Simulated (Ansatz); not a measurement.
`N/C(Cl)=C\O` + H₂ → `C=C(N)Cl` + H₂O at 600 K and 1 bar (hydrogenolysis of a C–O bond).

Program: Ansatz. Geometries: PBE0-D4/def2-TZVP. ΔE: electronic, gas phase. CCSD(T)/CBS is the MP2 limit (def2-TZVPP, def2-QZVPP) plus CCSD(T) − MP2 in def2-TZVPP, frozen cores. This one scheme is used for every species. One conformer a species, not always the lowest.

```json
{"species": "`N/C(Cl)=C\\O`", "CCSD(T)/CBS energy (Eh)": "-668.13727", "H − E (kJ/mol)": "224.2", "S (J/(mol·K))": "388.5"}
{"species": "H₂", "CCSD(T)/CBS energy (Eh)": "-1.17544", "H − E (kJ/mol)": "43.9", "S (J/(mol·K))": "150.8"}
{"species": "`C=C(N)Cl`", "CCSD(T)/CBS energy (Eh)": "-592.96731", "H − E (kJ/mol)": "201.4", "S (J/(mol·K))": "356.8"}
{"species": "H₂O", "CCSD(T)/CBS energy (Eh)": "-76.37941", "H − E (kJ/mol)": "76.8", "S (J/(mol·K))": "212.8"}
```

H − E and S are ideal-gas, rigid-rotor, harmonic terms from PBE0-D4/def2-TZVP, for one conformer and one mirror image of each species. The MP2-based limit puts H₂ 0.8 mEh under its directly extrapolated value; such offsets cancel only in part. 1 Eh = 2625.50 kJ/mol, R = 8.31446 J/(mol·K).

**Question.** By hand: ΔE, ΔH, ΔS and ΔG.

**Answer.** ΔE = (-592.96731) + (-76.37941) − (-668.13727) − (-1.17544) = -0.03401 Eh = -89.3 kJ/mol. Δ(H − E) = 201.4 + 76.8 − 224.2 − 43.9 = 10.1, so ΔH = -79.2 kJ/mol. ΔS = 356.8 + 212.8 − 388.5 − 150.8 = 30.3 J/(mol·K). ΔG = -79.2 − 600 × (30.3)/1000 = -97.4 kJ/mol.

**Question.** By hand: the equilibrium constant, and the temperature at which ΔG would vanish if ΔH and ΔS stayed fixed.

**Answer.** log₁₀ K = −ΔG/(RT ln 10) = 8.5. ΔH and −TΔS have one sign here, so there is no such temperature.

ΔH outweighs TΔS. A doubt of 5 kJ/mol in ΔE shifts log₁₀ K by 0.4 here. Other conformers and mirror images would add mixing entropy, several J/(mol·K) or more a flexible species. These are equilibria of isolated gas molecules and say nothing of rates. Largest T1 diagnostic: 0.012 (customary marks: 0.02 for closed shells, 0.045 for open ones).
